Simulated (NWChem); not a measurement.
**One shape, several levels: C2H4F2 (1,2-difluoroethane)**

Wanted: a comparison of 6 runs (HF/STO-3G, HF/def2-SVP, HF/def2-SVPD, B3LYP/6-31G*, PBE/def2-SVP, PBE/pcseg-1) of C2H4F2 (1,2-difluoroethane). 

The calculation is run with NWChem 7.3.0.

### Step 1. The structure to begin with

C2H4F2 has 8 atoms, charge 0, and is taken as a singlet. As SMILES, `FCCF`. Geometry: relaxed at PBE0-D4/def2-TZVP. This is one conformer, not always the lowest.

Bond lengths: F1–C2 1.378 Å, C2–C3 1.498 Å, C3–F4 1.378 Å, C2–H5 1.094 Å, C2–H6 1.095 Å, C3–H7 1.095 Å, C3–H8 1.094 Å. Some angles: F1–C2–C3 110.9°, C2–C3–F4 110.9°, F1–C2–H5 108.2°, F1–C2–H6 108.3°, C3–C2–H5 110.5°, C3–C2–H6 109.4°, C2–C3–H7 109.4°, C2–C3–H8 110.5°, F4–C3–H7 108.3°, F4–C3–H8 108.2°.

### Step 2. Energy and gradient at HF/STO-3G (run 1)

geom.xyz

```xyz
8

F     -1.312370     0.775570     0.874010
C     -0.115750     0.716060     0.193200
C      0.217900    -0.696080    -0.177380
F     -0.618130    -1.153280    -1.172850
H     -0.201180     1.337840    -0.702830
H      0.670250     1.117960     0.841860
H      1.248900    -0.742470    -0.544780
H      0.110390    -1.355610     0.688780
```

geom.nw

```
start geom
memory total 2200 mb
geometry noautosym nocenter noautoz
   load format xyz geom.xyz
end
basis spherical bse
   * library STO-3G
end
scf
   singlet
   rhf
   thresh 1e-08
   maxiter 80
end
task scf gradient
```

Launch:

```bash
$ nwchem geom.nw > geom.out
```

The program printed:

```text
[...]
  functions       =    24
[...]
  wavefunction    = RHF
[...]
         Total SCF energy =   -273.195115575208
      One-electron energy =   -635.644757792475
      Two-electron energy =    234.315000875220
 Nuclear repulsion energy =    128.134641342048
        Time for solution =      2.1s
[...]
                         RHF ENERGY GRADIENTS
    atom               coordinates                        gradient
                 x          y          z           x          y          z
   1 F      -2.480020   1.465615   1.651639    0.012387  -0.000082  -0.006964
   2 C      -0.218736   1.353157   0.365095    0.009473  -0.039784  -0.016856
   3 C       0.411771  -1.315400  -0.335200   -0.011217   0.039440   0.016593
   4 F      -1.168096  -2.179383  -2.216365    0.008878   0.004242   0.010254
   5 H      -0.380175   2.528151  -1.328156   -0.005696  -0.001801   0.004333
   6 H       1.266589   2.112638   1.590885   -0.004854  -0.002692   0.002500
   7 H       2.360079  -1.403065  -1.029485   -0.004543   0.000853  -0.003958
   8 H       0.208607  -2.561731   1.301605   -0.004427  -0.000177  -0.005902
[...]
```

Wall time 3.3 s (1 thread of Intel Xeon Platinum 8259CL at 2.50GHz (Skylake/Cascade Lake), shared host); peak memory 0.099 GiB.

### Step 3. Energy and gradient at HF/def2-SVP (run 2)

c2h4f2.nw

```
START c2h4f2
TITLE "C2H4F2"
memory total 2200 mb

GEOMETRY units angstrom noautosym nocenter noautoz
  F       -1.312370       0.775570       0.874010
  C       -0.115750       0.716060       0.193200
  C        0.217900      -0.696080      -0.177380
  F       -0.618130      -1.153280      -1.172850
  H       -0.201180       1.337840      -0.702830
  H        0.670250       1.117960       0.841860
  H        1.248900      -0.742470      -0.544780
  H        0.110390      -1.355610       0.688780
END

BASIS spherical bse
  F library def2-SVP
  C library def2-SVP
  H library def2-SVP
END

SCF
  thresh 1e-08
  maxiter 80
END

TASK scf gradient
```

Launch:

```bash
$ nwchem c2h4f2.nw > c2h4f2.out
```

The program printed:

```text
[...]
  functions       =    76
[...]
  wavefunction    = RHF
[...]
         Total SCF energy =   -276.708305512435
      One-electron energy =   -637.730856566647
      Two-electron energy =    232.887909712165
 Nuclear repulsion energy =    128.134641342048
        Time for solution =      9.7s
[...]
                         RHF ENERGY GRADIENTS
    atom               coordinates                        gradient
                 x          y          z           x          y          z
   1 F      -2.480020   1.465615   1.651639   -0.014257   0.001561   0.007909
   2 C      -0.218736   1.353157   0.365095    0.011036  -0.005078  -0.005452
   3 C       0.411771  -1.315400  -0.335200    0.006274   0.008463   0.008137
   4 F      -1.168096  -2.179383  -2.216365   -0.009704  -0.006248  -0.011620
   5 H      -0.380175   2.528151  -1.328156   -0.000209   0.002008  -0.003141
   6 H       1.266589   2.112638   1.590885    0.003327   0.001150   0.001809
   7 H       2.360079  -1.403065  -1.029485    0.003892   0.000262  -0.000695
   8 H       0.208607  -2.561731   1.301605   -0.000359  -0.002117   0.003052
[...]
```

Wall time 13 s (1 thread of Intel Xeon Platinum 8259CL at 2.50GHz (Skylake/Cascade Lake), shared host); peak memory 0.1 GiB.

Run 3 isn't shown in full; the table further down has it.

### Step 4. Energy and gradient at B3LYP/6-31G(d) (spherical functions) (run 4)

c2h4f2.nw

```
start c2h4f2
title "C2H4F2"
memory 2200 mb

geometry noautosym nocenter noautoz
   F    -1.312370    0.775570    0.874010
   C    -0.115750    0.716060    0.193200
   C     0.217900   -0.696080   -0.177380
   F    -0.618130   -1.153280   -1.172850
   H    -0.201180    1.337840   -0.702830
   H     0.670250    1.117960    0.841860
   H     1.248900   -0.742470   -0.544780
   H     0.110390   -1.355610    0.688780
end

basis "ao basis" spherical bse
   * library 6-31G*
end

dft
   xc b3lyp
   mult 1
   grid xfine
   convergence energy 1e-08
   iterations 100
   mulliken
end

task dft gradient
```

Launch:

```bash
$ nwchem c2h4f2.nw > c2h4f2.out
```

The program printed:

```text
[...]
          Wavefunction type:  closed shell.
          No. of atoms     :     8
          No. of electrons :    34
[...]
          Charge           :     0
          Spin multiplicity:     1
[...]
          AO basis - number of functions:    64
[...]
              XC Information
              --------------
                         B3LYP Method XC Potential
                     Hartree-Fock (Exact) Exchange  0.200
                        Slater Exchange Functional  0.800 local
                    Becke 1988 Exchange Functional  0.720 non-local
              Lee-Yang-Parr Correlation Functional  0.810
                  VWN I RPA Correlation Functional  0.190 local
[...]
 d= 0,ls=0.0,diis     1   -278.1852792406 -4.06D+02  1.89D-02  7.90D-01     6.1
[...]
 d= 0,ls=0.0,diis     8   -278.2744895559 -1.06D-09  6.87D-07  4.92D-09    38.6
         Total DFT energy =     -278.274489555931
      One electron energy =     -638.528006111133
           Coulomb energy =      265.469297964486
    Exchange-Corr. energy =      -33.350422751332
 Nuclear repulsion energy =      128.134641342048
[...]
      Total Density - Mulliken Population Analysis
     ---------------------------------------------
    Atom       Charge   Shell Charges
 -----------   ------   -------------------------------------------------------
    1 F    9     9.33   2.00  0.93  3.31  1.04  2.04  0.02
    2 C    6     5.94   2.00  0.69  2.03  0.50  0.66  0.07
    3 C    6     5.94   2.00  0.69  2.03  0.50  0.66  0.07
    4 F    9     9.33   2.00  0.93  3.31  1.04  2.04  0.02
    5 H    1     0.85   0.54  0.32
    6 H    1     0.87   0.54  0.33
    7 H    1     0.87   0.54  0.33
    8 H    1     0.85   0.54  0.32
[...]
  wavefunction    = closed shell
                         DFT ENERGY GRADIENTS
    atom               coordinates                        gradient
                 x          y          z           x          y          z
   1 F      -2.480020   1.465615   1.651639    0.006509   0.000619  -0.003445
   2 C      -0.218736   1.353157   0.365095   -0.001252  -0.005243  -0.000921
   3 C       0.411771  -1.315400  -0.335200   -0.003314   0.004348   0.000219
   4 F      -1.168096  -2.179383  -2.216365    0.004971   0.001628   0.005221
   5 H      -0.380175   2.528151  -1.328156   -0.001363  -0.000740   0.002021
   6 H       1.266589   2.112638   1.590885   -0.002184  -0.001252  -0.000330
   7 H       2.360079  -1.403065  -1.029485   -0.002481   0.000339  -0.000395
   8 H       0.208607  -2.561731   1.301605   -0.000885   0.000301  -0.002370
[...]
```

Wall time 50 s (1 thread of Intel Xeon Platinum 8259CL at 2.50GHz (Skylake/Cascade Lake), shared host); peak memory 0.14 GiB.

Run 5 isn't shown in full; the table further down has it.

### Step 5. Energy and forces at PBE/pcseg-1 (run 6)

run.py

```python
from ase import Atoms
from ase.calculators.nwchem import NWChem

system = Atoms(['F', 'C', 'C', 'F', 'H', 'H', 'H', 'H'], positions=[
    [-1.312370, 0.775570, 0.874010],
    [-0.115750, 0.716060, 0.193200],
    [0.217900, -0.696080, -0.177380],
    [-0.618130, -1.153280, -1.172850],
    [-0.201180, 1.337840, -0.702830],
    [0.670250, 1.117960, 0.841860],
    [1.248900, -0.742470, -0.544780],
    [0.110390, -1.355610, 0.688780],
])

calc = NWChem(
    label='c2h4f2',
    theory='dft',
    memory='2200 mb',
    basis='pcseg-1',
    basispar='spherical bse',
    dft={'xc': 'xpbe96 cpbe96', 'mult': '1', 'grid': 'xfine', 'convergence': 'energy 1e-08', 'iterations': '100', 'mulliken': None},
)
system.calc = calc

forces = system.get_forces()
print(f"energy = {system.get_potential_energy():.6f} eV")
print("forces (eV/A):")
for s, f in zip(system.symbols, forces):
    print(f"{s:2s} {f[0]:10.5f} {f[1]:10.5f} {f[2]:10.5f}")
print("dipole (e A):", system.get_dipole_moment().round(4))
```

Launch:

```bash
$ export ASE_NWCHEM_COMMAND="nwchem PREFIX.nwi > PREFIX.nwo"
$ python run.py
```

The program printed:

```text
energy = -7563.041606 eV
forces (eV/A):
F    -0.67168    0.03409    0.37194
C     0.21397   -0.17046   -0.05348
C     0.11092    0.23407    0.10351
F    -0.47205   -0.25783   -0.54888
H     0.00967    0.24893   -0.40140
H     0.36335    0.19294    0.24369
H     0.46264   -0.03132   -0.11570
H    -0.01682   -0.25043    0.40032
dipole (e A): [0.5164 0.101  0.0799]
```

The calculator wrote c2h4f2.nwi:

```
title "c2h4f2"

permanent_dir c2h4f2

scratch_dir c2h4f2

start c2h4f2

geometry units angstrom nocenter noautosym noautoz
  F  -1.3123700000000000e+00 7.7556999999999998e-01 8.7400999999999995e-01
  C  -1.1575000000000001e-01 7.1606000000000003e-01 1.9320000000000001e-01
  C  2.1790000000000001e-01 -6.9608000000000003e-01 -1.7738000000000001e-01
  F  -6.1812999999999996e-01 -1.1532800000000001e+00 -1.1728499999999999e+00
  H  -2.0118000000000000e-01 1.3378399999999999e+00 -7.0282999999999995e-01
  H  6.7025000000000001e-01 1.1179600000000001e+00 8.4186000000000005e-01
  H  1.2488999999999999e+00 -7.4246999999999996e-01 -5.4478000000000004e-01
  H  1.1039000000000000e-01 -1.3556100000000000e+00 6.8877999999999995e-01
end

memory 2200 mb

basis spherical bse noprint
   * library pcseg-1
end

dft
  xc xpbe96 cpbe96
  mult 1
  grid xfine
  convergence energy 1e-08
  iterations 100
  mulliken
end

task dft gradient
```

c2h4f2.nwo:

```text
Northwest Computational Chemistry Package (NWChem) 7.3.0
             --------------------------------------------------------

           Job information
           ---------------

    nwchem branch   = 7.3.0
    use scalapack   = T
    input           = c2h4f2.nwi
    prefix          = c2h4f2.
    data base       = c2h4f2/c2h4f2.db
    status          = startup
    nproc           =        1

           Memory information
           ------------------

    heap     =     72089594 doubles =      550.0 Mbytes
    stack    =     72089599 doubles =      550.0 Mbytes
    global   =    144179200 doubles =     1100.0 Mbytes (distinct from heap & stack)
    total    =    288358393 doubles =     2200.0 Mbytes
    verify   = yes
    hardfail = no

[... 109 lines left out ...]
  convergence criterion.
[... 37 lines left out ...]
          Spatial weights used:  Erf1
[... 72 lines left out ...]
         Total DFT energy =     -277.936654852383
[... 3 lines left out ...]
 Nuclear repulsion energy =      128.134641342048
[... 602 lines left out ...]
          Convergence on gradient requested:  5.00D-04
[... 24 lines left out ...]
          total energy or number of iterations.
[... 26 lines left out ...]
                         DFT ENERGY GRADIENTS

    atom               coordinates                        gradient
                 x          y          z           x          y          z
   1 F      -2.480020   1.465615   1.651639    0.013062  -0.000663  -0.007233
   2 C      -0.218736   1.353157   0.365095   -0.004161   0.003315   0.001040
   3 C       0.411771  -1.315400  -0.335200   -0.002157  -0.004552  -0.002013
[... 4 lines of this table left out ...]
   8 H       0.208607  -2.561731   1.301605    0.000327   0.004870  -0.007785

                 ----------------------------------------
                 |  Time  |  1-e(secs)   |  2-e(secs)   |
                 ----------------------------------------
                 |  CPU   |       0.01   |       1.65   |
                 ----------------------------------------
                 |  WALL  |       0.01   |       1.65   |
                 ----------------------------------------

 Task  times  cpu:       43.8s     wall:       43.8s
 Total times  cpu:       43.9s     wall:       43.9s
```

Wall time 45 s (1 thread of Intel Xeon Platinum 8259CL at 2.50GHz (Skylake/Cascade Lake), shared host); peak memory 0.14 GiB.

### Step 6. Overview of the runs

```
run                               level  iteration cap  module  energy (Eh)  dipole moment (D)  HOMO energy (eV)  LUMO energy (eV)  wall time
  1                           HF/STO-3G             80     scf  -273.195116               1.74            -10.57             14.63      3.3 s
  2                         HF/def2-SVP             80     scf  -276.708306               3.10            -13.94              4.79       13 s
  3                        HF/def2-SVPD             80     scf  -276.728753               3.06            -14.10              2.56       48 s
  4  B3LYP/6-31G* (spherical functions)            100     dft  -278.274490               2.38             -8.77              2.60       50 s
  5                        PBE/def2-SVP            100     dft  -277.773449               2.32             -7.39              1.09       45 s
  6                         PBE/pcseg-1            100     dft  -277.936655               2.56             -7.63              0.67       45 s
```

### Step 7. Summary of results

| quantity | value |
| --- | --- |
| run 6: total energy | -277.93665 Eh |
| run 6: dipole moment | 2.56 D |
| run 6: HOMO energy | -7.63 eV |
| run 6: LUMO energy | 0.67 eV |
| run 6: HOMO–LUMO gap | 8.30 eV |
| run 6: largest force on an atom | 0.769 eV/Å |

In words: The dipole moment (its size) runs from 1.74 D (HF/STO-3G) to 3.10 D (HF/def2-SVP). The HOMO–LUMO gap runs from 8.30 eV (PBE/pcseg-1) to 25.20 eV (HF/STO-3G). The two ends differ in method and basis. Totals of different functionals can't be ranked against each other. In run 1 the basis is minimal, so the values are rough. All runs together took 3.4 min, the longest 50 s.
